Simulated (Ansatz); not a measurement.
# C2H3Si− (SMILES [CH-]=[Si]=C): functionals against CCSD(T) at one geometry

Aim: energy, forces and dipole at a structure displaced at random from a GFN2-xTB minimum, from CCSD(T) and from density functionals.

Method: single points in def2-TZVPPD; program: Ansatz 0.2.0, Gaussian basis.

Cores are frozen in the correlated methods.

## (1) The starting structure

SMILES `[CH-]=[Si]=C`, 6 atoms, charge -1, spin multiplicity 1.

Atoms are counted from 1 here; the program's logs count them from 0.

Bond lengths: C1–Si2 1.645 Å, C1–H4 1.137 Å, Si2–C3 1.761 Å, C3–H5 1.085 Å, C3–H6 1.166 Å. Angles: Si2–C1–H4 114.6°, C1–Si2–C3 172.1°, Si2–C3–H5 119.3°, Si2–C3–H6 114.8°, H5–C3–H6 108.7°.

As a file:

```xyz
6
C2H3Si
C    -1.5600   -1.0920   -0.7372
Si   -0.3319   -0.1426   -0.1938
C     1.0909    0.6668    0.4564
H    -2.3597   -0.5389   -1.3262
H     2.0726    0.4029    0.0767
H     1.1401    0.7080    1.6203
```

## (2) CCSD(T)/def2-TZVPPD

The input, run/in.yaml:

```yaml
crystal:
  periodic: [false, false, false]
  atoms:
    - {symbol: C, position_ang: [-1.560000, -1.092000, -0.737200]}
    - {symbol: Si, position_ang: [-0.331900, -0.142600, -0.193800]}
    - {symbol: C, position_ang: [1.090900, 0.666800, 0.456400]}
    - {symbol: H, position_ang: [-2.359700, -0.538900, -1.326200]}
    - {symbol: H, position_ang: [2.072600, 0.402900, 0.076700]}
    - {symbol: H, position_ang: [1.140100, 0.708000, 1.620300]}
basis:
  gaussian: {orbitals: "def2-TZVPPD.json"}
total_charge: -1
correlation: {method: ccsd_t}
output: {forces: true}
```

The basis file named in the input lies beside it (Basis Set Exchange, JSON).

No record of the launch command was kept for these runs.

## (3) PBE0-D4/def2-TZVPPD

run/in.yaml: that of step 2 with these lines changed.

```diff
@@ -12,3 +12,3 @@
 total_charge: -1
-correlation: {method: ccsd_t}
-output: {forces: true}
+hamiltonian: {xc: pbe0, dispersion: d4}
+output: {forces: true, orbitals: {seedname: orbitals}}
```

## (4) wB97M-V/def2-TZVPPD

run/in.yaml: that of step 3 with these lines changed.

```diff
@@ -12,3 +12,3 @@
 total_charge: -1
-hamiltonian: {xc: pbe0, dispersion: d4}
-output: {forces: true, orbitals: {seedname: orbitals}}
+hamiltonian: {xc: {name: wB97M-V}}
+output: {forces: true}
```

## (5) r2SCAN-D4/def2-TZVPPD

run/in.yaml: that of step 4 with these lines changed.

```diff
@@ -12,3 +12,3 @@
 total_charge: -1
-hamiltonian: {xc: {name: wB97M-V}}
+hamiltonian: {xc: r2scan, dispersion: d4}
 output: {forces: true}
```

## (6) PBE-D4/def2-TZVPPD

run/in.yaml: that of step 5 with these lines changed.

```diff
@@ -12,3 +12,3 @@
 total_charge: -1
-hamiltonian: {xc: r2scan, dispersion: d4}
+hamiltonian: {xc: pbe, dispersion: d4}
 output: {forces: true}
```

## (7) BLYP-D4/def2-TZVPPD

run/in.yaml: that of step 6 with these lines changed.

```diff
@@ -12,3 +12,3 @@
 total_charge: -1
-hamiltonian: {xc: pbe, dispersion: d4}
+hamiltonian: {xc: {name: BLYP}, dispersion: d4}
 output: {forces: true}
```

## (8) LC-wPBE/def2-TZVPPD

run/in.yaml: that of step 7 with these lines changed.

```diff
@@ -12,3 +12,3 @@
 total_charge: -1
-hamiltonian: {xc: {name: BLYP}, dispersion: d4}
+hamiltonian: {xc: {name: LC-wPBE}}
 output: {forces: true}
```

(Steps that only read results are left out.)

**Question.** What will these runs give? Wanted: RMS force component; RMS force error; HOMO and LUMO, PBE0-D4; T1 diagnostic.

As calculated:

| quantity | value |
| --- | --- |
| RMS force component | 0.973 to 1.111 eV/Å over the methods |
| RMS force error | PBE0-D4 0.206, wB97M-V 0.294, r2SCAN-D4 0.141, PBE-D4 0.148, BLYP-D4 0.118, LC-wPBE 0.454 eV/Å |
| HOMO and LUMO, PBE0-D4 | -0.76 and 3.42 eV |
| T1 diagnostic | 0.022 |

**Reading.** The forces of BLYP-D4 come nearest to CCSD(T), those of LC-wPBE are farthest. Frozen-core CCSD(T) forces in triple zeta carry basis errors of their own, and this is one geometry, so small gaps rank nothing. The restricted Hartree–Fock reference is unstable towards an unrestricted one at one or more of these structures.
